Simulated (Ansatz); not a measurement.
System: AlCl$_{3}$, charge 0, singlet. AlCl3 (SMILES [Cl][Al]([Cl])[Cl]).
B3LYP-D3(BJ)/def2-TZVP minimum from Ansatz (a program for electronic structure):
```xyz
4

Al     0.0000     0.0000     0.0000
Cl    -0.0059     2.0762     0.0283
Cl     1.8011    -1.0328    -0.0289
Cl    -1.7952    -1.0434     0.0007
```
Charge 0, spin multiplicity 1.

Property: atomisation energy (electronic, to ground-state atoms), in kcal/mol. Open shells are spin-unrestricted; no spin-orbit coupling. CBS(X,Y): correlation extrapolated as X^-3, Hartree-Fock from the larger set (Q,5: extrapolated as (X+1)exp(-9√X)). A bracket is a step between two methods taken in the basis named. The functionals are non-relativistic, so their misses hold any scalar relativity. 'core' is core correlation in cc-pwCVTZ (1s frozen past Ne), 'X2C' scalar relativity in cc-pVTZ-DK, both at CCSD(T). Where a partner has so few electrons that a lower coupled-cluster level is exact, that level stands in.

CCSD(T)/CBS(cc-pV(Q+d)Z,cc-pV(5+d)Z) + [CCSDT(Q) - CCSD(T)]/cc-pV(D+d)Z + core + X2C (Ansatz) gives 312.5 kcal/mol.

Q: What does PBE/def2-TZVPD (Ansatz) give here, and how do the other levels compare?

A: PBE gives 306.4 kcal/mol, 6.1 kcal/mol below it. Differences of the others: wB97M-V/def2-TZVPD (Ansatz) -1.5; CCSD(T)/CBS(cc-pV(Q+d)Z,cc-pV(5+d)Z) + core + X2C (Ansatz) -0.2 kcal/mol. Nearer than PBE: wB97M-V/def2-TZVPD, CCSD(T)/CBS(cc-pV(Q+d)Z,cc-pV(5+d)Z) + core + X2C.
